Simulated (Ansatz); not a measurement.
A nudged elastic band was laid between two geometries of C$_{2}$H$_{4}$Na (7 atoms, charge 1, multiplicity 1).

All numbers below come from RKS BHLYP-D4/6-31G* (Ansatz).

* movable images: 9
* climbing image: yes
* spring: 5.0 eV/Å²
* optimiser: quadratic models (default)
* start path: through a guess of the saddle point
* force threshold: 0.05 eV/Å
* iteration limit: 60
* end points: relaxed

Initial state:

```xyz
7
Properties=species:S:1:pos:R:3
C -0.644 0.258 -0.296
C 0.702 -0.076 0.103
Na 1.672 -2.174 0.900
H -1.298 -0.572 -0.539
H -0.780 1.109 -0.961
H -0.964 0.625 0.710
H 1.311 0.830 0.084
```

Final state:

```xyz
7
Properties=species:S:1:pos:R:3
C -0.500 0.027 -0.565
C 0.135 0.569 0.474
Na 1.188 -1.942 0.298
H -1.448 -0.478 -0.448
H -0.138 0.149 -1.576
H -0.273 0.524 1.473
H 1.036 1.151 0.345
```

Q: What changes between the two ends?

A: Bonds broken: C1–H6. Bonds formed: C1–Na3, C2–H6.

Q: Give the energies along the band, and the barrier.

A: The run converged. The highest image is number 2 of 0 to 10, 0.134 eV above the first end and 2.481 eV above the last; the last end lies 2.347 eV below the first. A vibrational analysis at the climbing image gives one clearly imaginary mode, 816i cm⁻¹: a first-order saddle point. The orbitals stay closed-shell, which can raise the energy where a bond breaks towards radicals; this wasn't checked here. Limits of this set-up: the dipole of an ion depends on the origin.

```json
{"image": "0", "path coordinate (Å)": "0.00", "energy (eV)": "0.000", "C1–H6 (Å)": "1.12", "C1–Na3 (Å)": "3.56", "C2–H6 (Å)": "1.91"}
{"image": "1", "path coordinate (Å)": "0.38", "energy (eV)": "0.049", "C1–H6 (Å)": "1.16", "C1–Na3 (Å)": "3.53", "C2–H6 (Å)": "1.62"}
{"image": "2", "path coordinate (Å)": "0.76", "energy (eV)": "0.134", "C1–H6 (Å)": "1.33", "C1–Na3 (Å)": "3.52", "C2–H6 (Å)": "1.27"}
{"image": "3", "path coordinate (Å)": "1.10", "energy (eV)": "-0.253", "C1–H6 (Å)": "1.59", "C1–Na3 (Å)": "3.55", "C2–H6 (Å)": "1.13"}
{"image": "4", "path coordinate (Å)": "1.44", "energy (eV)": "-1.167", "C1–H6 (Å)": "1.83", "C1–Na3 (Å)": "3.58", "C2–H6 (Å)": "1.08"}
{"image": "5", "path coordinate (Å)": "1.77", "energy (eV)": "-1.874", "C1–H6 (Å)": "2.00", "C1–Na3 (Å)": "3.57", "C2–H6 (Å)": "1.08"}
{"image": "6", "path coordinate (Å)": "2.11", "energy (eV)": "-2.119", "C1–H6 (Å)": "2.08", "C1–Na3 (Å)": "3.44", "C2–H6 (Å)": "1.08"}
{"image": "7", "path coordinate (Å)": "2.44", "energy (eV)": "-2.218", "C1–H6 (Å)": "2.10", "C1–Na3 (Å)": "3.25", "C2–H6 (Å)": "1.08"}
{"image": "8", "path coordinate (Å)": "2.78", "energy (eV)": "-2.289", "C1–H6 (Å)": "2.11", "C1–Na3 (Å)": "3.05", "C2–H6 (Å)": "1.08"}
{"image": "9", "path coordinate (Å)": "3.12", "energy (eV)": "-2.332", "C1–H6 (Å)": "2.11", "C1–Na3 (Å)": "2.87", "C2–H6 (Å)": "1.08"}
{"image": "10", "path coordinate (Å)": "3.45", "energy (eV)": "-2.347", "C1–H6 (Å)": "2.11", "C1–Na3 (Å)": "2.73", "C2–H6 (Å)": "1.08"}
```

Q: What is the geometry of the highest image?

A: 
```xyz
7
Properties=species:S:1:pos:R:3:forces:R:3
C -0.626 0.243 -0.506 0.00 0.00 -0.01
C 0.569 -0.033 0.127 0.00 -0.01 0.00
Na 1.572 -2.037 1.018 0.00 0.00 0.00
H -1.413 -0.499 -0.561 0.00 0.00 0.00
H -0.846 1.185 -0.999 0.00 0.00 0.00
H -0.458 0.288 0.809 0.00 0.00 0.00
H 1.202 0.853 0.111 0.00 0.00 0.00
```

Q: What are the harmonic wavenumbers there?

A: 816i, 181, 309, 321, 1042, 1132, 1239, 1346, 1376, 1444, 1631, 2281, 3188, 3210, 3305 cm⁻¹.

The run took 6.1 min on 1 thread of Arm Neoverse N1, with other jobs on the host, peak memory 0.11 GiB.
